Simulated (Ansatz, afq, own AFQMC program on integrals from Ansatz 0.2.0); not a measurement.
# Where AFQMC and coupled cluster stand for CH₂⁺, doublet

```xyz
3

C     0.0000    0.0000    0.0000
H     0.0000    0.0000   -2.1641
H     0.0000    0.0000    2.1641
```

Basis cc-pVDZ. Noble-gas cores (and the filled d shells of Ga–Kr and In–Xe) are frozen. AFQMC by an in-house program on the Cholesky factors that Ansatz 0.2.0 writes for its CCSD(T) run. ph-AFQMC/CISD is guided by a CISD state made of CCSD amplitudes; releasing the constraint for a short imaginary time cuts its bias at the price of noise, slowly where states lie close. ± is one standard error of the sampling.

Determinant: UHF, the one that the program's search chose, which needn't be the lowest solution. The geometry is a point of a scan.

Full CI on the same integrals is exact in this basis and with this determinant's frozen core.

Cautions: strong correlation (T1 0.079, weight of the determinant 0.79, largest double 0.19); unrestricted determinant spin contaminated (⟨S²⟩ 1.73 against 0.75); CCSD(T) is in doubt: in a space of 5 electrons in 8 natural orbitals full CI lies 135 meV below it; the released energies are still falling, so no released level is given (meV from the phaseless value at times in 1/Eh: -9 ± 4 at 0.24, -20 ± 4 at 0.51, -32 ± 4 at 0.99, -42 ± 4 at 1.62, -55 ± 5 at 2.40), though the last usable value meets full CI within the noise.

The T1 diagnostic is 0.0793, the weight of the determinant in the CISD state is 0.794 and the ⟨S²⟩ of the determinant is 1.726. The size of the correlated space is 5 electrons in 23 orbitals.

Reference: full CI, correlation energy -2.473 eV. The cautions show a poor starting determinant, so the rows tell how each method copes with it here, and full CI is the sure value.

| level | E − E(reference) (mEh) | share of correlation (%) |
| --- | --- | --- |
| HF | 90.88 | 0.00 |
| MP2 | 42.04 | 53.75 |
| CCSD | 9.24 | 89.84 |
| CCSD(T) | 6.10 | 93.29 |
| CCSDT | 1.07 | 98.82 |
| CCSDT(Q) | 0.29 | 99.68 |
| CCSDTQ | 0.00 | 100.00 |
| ph-AFQMC/CISD | 2.37 ± 0.21 | 97.39 |

CCSDT and higher add their correlation energy to the determinant of the CCSD(T) run, since their own runs factorise the integrals more tightly (a shift of under 2 meV).
